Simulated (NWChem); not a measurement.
Ionisation of sulfur dioxide (O₂S)

```xyz
3

O      1.2504     0.0000    -0.3713
S      0.0000     0.0000     0.3713
O     -1.2504     0.0000    -0.3713
```
Charge 0, spin multiplicity 1.

All runs are NWChem calculations. Structure: optimised with PBE0/def2-SVP, a minimum by its harmonic frequencies.

Basis set: def2-TZVP. The species with one electron less has spin multiplicity 2 and keeps the geometry of the parent. Δ marks differences of total energies (open shells unrestricted).

No SCF solution was tested for a lower state.

Task: For the first vertical ionisation energy, G0W0@LDA (SVWN5) gives 11.69 eV and G0W0@PBE0 gives 12.01 eV. What do ΔLC-wPBE (omega 0.3 per bohr), G0W0@PBE give?

Result: ΔLC-wPBE (omega 0.3 per bohr): 12.44 eV; G0W0@PBE: 11.57 eV.
